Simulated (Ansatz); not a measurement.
**Cuprite Ag2O**

Method: PBEsol-D3(BJ) (Ansatz, a quantum-chemistry and plane-wave program, PAW).

Settings: plane-wave cutoff 520 eV, 8×8×8 k mesh, Fermi–Dirac smearing 0.01 eV, no spin polarisation, scalar-relativistic PAW data made under PBE.

Cell (relaxed at this level):

```
Ag2O
1.0
    4.65854     0.00000     0.00000
    0.00000     4.65854     0.00000
    0.00000     0.00000     4.65854
Ag O
4 2
Direct
  0.75000   0.25000   0.75000
  0.25000   0.75000   0.75000
  0.75000   0.75000   0.25000
  0.25000   0.25000   0.25000
  0.00000   0.00000   0.00000
  0.50000   0.50000   0.50000
```

For cuprite Ag2O, the bulk modulus B0 is 96.6 GPa and the band gap is 0.05 eV. The pressure derivative B′ of the bulk modulus is 5.2.

Measured, for comparison: band gap 1.2 eV (temperature not stated, no zero-point or thermal correction, photoconductivity; as tabulated in He and Franchini (2017), arXiv:1706.08159).

Spin–orbit coupling is not included; it can close the smallest gap of 0.05 eV.

Static lattice: no zero-point or thermal effects.
